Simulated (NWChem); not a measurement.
System: BCl3; SMILES ClB(Cl)Cl

```xyz
4

B      0.0000     0.0000     0.0000
Cl     0.8762     1.5057     0.0000
Cl     0.8659    -1.5116     0.0000
Cl    -1.7420     0.0059     0.0000
```
Atoms are numbered in this order, from 1.

Coordinates come from a PBE0/def2-SVP optimisation.

Q: List the 4 lowest vertical singlet excitations from Hartree-Fock/def2-TZVP, CIS (NWChem).

A: 
| state | energy (eV) | oscillator strength | leading excitation (squared amplitude) |
|---|---|---|---|
| S1 | 7.58 | 0.000 | HOMO → LUMO (0.96) |
| S2 | 8.28 | 0.000 | HOMO−3 → LUMO (0.69) |
| S3 | 8.28 | 0.000 | HOMO−4 → LUMO (0.69) |
| S4 | 8.83 | 0.162 | HOMO−2 → LUMO (0.90) |
